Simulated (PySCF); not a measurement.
# Electron detachment from `[CH2-]C#N` ([C2H2N]-)

Parent: `[CH2-]C#N` ([C2H2N]-). Numbering: `[CH2-:1][C:2]#[N:3]`

Energies: CAM-B3LYP-D3(BJ)/ma-def2-TZVP (PySCF, density fitting, integration grid level 2) on PBE0-D3(BJ)/ma-def2-SVP structures. The prefix ma- adds one diffuse s and one diffuse p function on all atoms but H. Thermal corrections: PBE0-D3(BJ)/ma-def2-SVP frequencies, unscaled, ideal gas at 298.15 K and 1 bar, quasi-RRHO entropy.

Frontier levels of the parent: HOMO -0.74 eV, LUMO 3.95 eV.

Oxidation to the radical:
| Quantity | Value |
| --- | --- |
| Vertical detachment energy (electronic) | 1.58 eV |
| Adiabatic detachment energy (with zero-point energy) | 1.55 eV |
| Adiabatic, electronic part | 1.53 eV |
| Vertical gap at the product's structure | 1.53 eV |
| ⟨S²⟩ of the product | 0.775 |
| Largest spin populations | C1 0.84, N3 0.42, C2 -0.21 |
| Largest changes of atomic charge | C1 0.48, N3 0.34 |
| Distances that move most (Å) | C2–N3 1.186 → 1.172 |

Run with `OMP_NUM_THREADS=1 python redox_run.py task.json out` on 1 thread of Arm Neoverse V1, a shared host. Structures, frequencies and single points: 59 s of wall time.
